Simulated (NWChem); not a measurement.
System: nitrogen dioxide (NO₂, doublet); SMILES O=N[O]

Program: NWChem. Spin-unrestricted. In the optimisation the excess spin sits in a1 (C2v, its own frame). Geometry: optimised at PBE0/def2-SVP, spin-unrestricted. No stability test was run on the SCF state.

What does the run give for LDA (Slater exchange, PW92)/def2-SVP? Quantities: highest occupied level (eV); lowest empty minus highest occupied level, either spin (eV); dipole (D); <S²>.


```
Quantity                                                     Value
-----------------------------------------------------------  -----
highest occupied level (eV)                                  -5.96
lowest empty minus highest occupied level, either spin (eV)   1.17
dipole (D)                                                    0.22
<S²>                                                         0.751
```
